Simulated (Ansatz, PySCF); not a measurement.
This PySCF input computes a PBE0/def2-TZVPD energy:

```python
from pyscf import gto, scf, dft

mol = gto.M(
    atom='''
    F    -0.00000000   -0.00000000   -1.00770435
    Cl    0.00000000    0.00000000    0.53349054
    ''',
    basis='def2-tzvpd',
    charge=1,
    spin=1,
    symmetry='C2v',
    verbose=4,
)

mf = dft.UKS(mol, xc='pbe0').density_fit(auxbasis='def2-universal-jkfit')
mf.grids.level = 3
mf.conv_tol = 1e-9
mf.max_cycle = 100
mf.max_memory = 1500
mf.kernel()
if not mf.converged:
    mf = mf.newton()
    mf.kernel(mf.make_rdm1())
mf.analyze()
```

Task: Write an input for the same energy in Ansatz (a quantum-chemistry and plane-wave program) and say what it gives.

Result: 
Ansatz 0.2 input:
```yaml
crystal:
  periodic: [false, false, false]
  atoms:
    - {symbol: F, position_ang: [-0.00000000, -0.00000000, -1.00770435]}
    - {symbol: Cl, position_ang: [0.00000000, 0.00000000, 0.53349054]}
basis:
  gaussian:
    orbitals: def2-TZVPD
hamiltonian:
  xc: {name: PBE0}
total_charge: 1
magnetization: {spin_polarized: true, initial_magnetization: 1}
output: {forces: true}
```
It gives -559.31255 Eh, and PySCF -559.31257 Eh, a difference of 0.02 mEh, from the treatment of integrals and grids.
